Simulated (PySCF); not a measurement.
C₂H₂, SMILES C#C, point group D∞h.

Level: PBE0/pcSseg-2 in PySCF (density fitting, grid level 2); geometry and Hessian at that level, cubic constants and property derivatives from steps of ±0.6 along each species' dimensionless normal coordinates, second-order vibrational perturbation theory. The parent has the commonest isotopes.

Equilibrium geometry (Å):

| atom | x | y | z |
| --- | --- | --- | --- |
| C1 | 0.5811 | 0.0005 | 0.5560 |
| C2 | -0.5606 | 0.0091 | 0.1983 |
| H3 | 1.5963 | -0.0071 | 0.8742 |
| H4 | -1.5758 | 0.0167 | -0.1199 |

How much do zero-point and thermal motion change the parent's shieldings?


| atom | σe (ppm) | anharmonic part, 0 K | harmonic part, 0 K | Δσ at 0 K | Δσ at 500 K | Δσ at 700 K |
| --- | --- | --- | --- | --- | --- | --- |
| C1 | 108.79 | -0.45 | -4.08 | -4.53 | -5.61 | -6.73 |
| H3 | 30.29 | 0.10 | -0.79 | -0.69 | -0.80 | -0.91 |

And the bond lengths, in the parent and with ²H at 3?


```tsv
bond	re (Å)	⟨r⟩ at 0 K	between mean positions	⟨r⟩, labelled
C1–C2	1.1965	1.2028	1.2014	1.2025
C1–H3	1.0639	1.0818	1.0602	1.0771
```

What are the dipole moments?

0.000 D at equilibrium; averaged at 0 K: parent 0.000 D; ²H at 3 0.009 D; ¹³C at 1 0.000 D; ²H at 3, ²H at 4 0.000 D; ¹³C at 1, ¹³C at 2 0.000 D; ¹³C at 1, ²H at 3 0.009 D. Measured: 0 D (NIST CCCBDB Release 22 (SRD 101), experimental dipoles).

The study (114 SCF points, 100 basis functions) took 3.8 min on 1 thread of AMD EPYC 7B13, on a host shared with other jobs (rough), peak memory 0.47 GiB, launched as `OMP_NUM_THREADS=1 python ens_run.py task.json out`.
